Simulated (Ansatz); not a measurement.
# BH₂ (doublet): wB97X-V, wB97M-V, B2PLYP, RPA-PBE over a scan of the distance B1–H2, aug-cc-pVTZ

Aim: run BH₂ (doublet) with these functionals over a scan of the distance B1–H2, and hold them against the top wave-function level at the same points.

Program: Ansatz 0.2.0, Gaussian basis. Level of theory: aug-cc-pVTZ, all electrons in the functionals, frozen cores in the correlation of double hybrids and RPA. These are calculated values, not measurements.

The runs, in order: wB97X-V, wB97M-V, B2PLYP, RPA-PBE, at 1.075 Å; 1.191 Å; 1.340 Å; 1.619 Å; 2.152 Å; 3.291 Å.

2 further runs of the same task are left out: 2 for a known fault of the program.

### Step 1. What is computed

The geometry derives from a PBE0/def2-TZVP stationary point (not a proven minimum). One bond is set to the value named and the two fragments are kept rigid.

3 atoms, charge 0, spin multiplicity 2.

Atoms are counted from 1 here; the program's logs count them from 0.

Bond lengths: B1–H2 1.191 Å, B1–H3 1.191 Å. Angles: H2–B1–H3 129.4°.

Coordinates:

| atom | x (Å) | y (Å) | z (Å) |
| --- | --- | --- | --- |
| B1 | 0.0000 | -0.0800 | 0.0000 |
| H2 | 0.0000 | 0.4291 | -1.0770 |
| H3 | 0.0000 | 0.4291 | 1.0770 |

No dispersion term is added; wB97X-V, wB97M-V hold VV10 nonlocal correlation.

The geometry shown and the zero of energy belong to the point 1.191 Å. The yardstick, FCI, and other wave-function levels (R restricted, U unrestricted, valence and pair active spaces) come from earlier runs.

### Step 2. wB97X-V, 1.075 Å

File in.yaml:

```yaml
crystal:
  periodic: [false, false, false]
  atoms:
    - {symbol: B, position_ang: [0.000000, -0.076102, -0.008260]}
    - {symbol: H, position_ang: [0.000000, 0.383288, -0.980158]}
    - {symbol: H, position_ang: [0.000000, 0.432971, 1.068748]}
basis:
  gaussian: {orbitals: aug-cc-pVTZ}
magnetization: {spin_polarized: true, initial_magnetization: 1}
hamiltonian: {xc: {name: wB97X-V}}
```

Run with:

```console
ansatz run in.yaml --threads 1 --pin off --events-out ev --progress --plain --max-ram 2764MiB --backend cpu
```

The runs that follow: wB97X-V, 1.191 Å; wB97X-V, 1.340 Å; wB97X-V, 1.619 Å; wB97X-V, 2.152 Å; wB97X-V, 3.291 Å; wB97M-V, 1.075 Å; wB97M-V, 1.191 Å; wB97M-V, 1.340 Å; wB97M-V, 1.619 Å; wB97M-V, 2.152 Å; wB97M-V, 3.291 Å; B2PLYP, 1.075 Å; B2PLYP, 1.191 Å; B2PLYP, 1.340 Å; B2PLYP, 1.619 Å; B2PLYP, 2.152 Å; B2PLYP, 3.291 Å; RPA-PBE, 1.075 Å; RPA-PBE, 1.191 Å; RPA-PBE, 1.340 Å; RPA-PBE, 1.619 Å; RPA-PBE, 2.152 Å; RPA-PBE, 3.291 Å.

Q: Predict the results of all the runs planned. Wanted: span of the FCI curve; largest miss, wB97X-V; largest miss, wB97M-V; largest miss, B2PLYP; largest miss, RPA-PBE.

The runs gave:

| quantity | value |
| --- | --- |
| span of the FCI curve | 3.625 eV |
| largest miss, wB97X-V | +0.215 eV (3.291 Å) |
| largest miss, wB97M-V | +0.191 eV (2.152 Å) |
| largest miss, B2PLYP | +0.264 eV (3.291 Å) |
| largest miss, RPA-PBE | -0.052 eV (2.152 Å) |

**Reading.** Of the functionals, RPA-PBE keep the smallest largest miss at the points compared (at most 0.052 eV) and B2PLYP strays most (0.264 eV, at 3.291 Å). Functionals and the yardstick converge differently with the basis, so part of each miss in aug-cc-pVTZ is the basis.
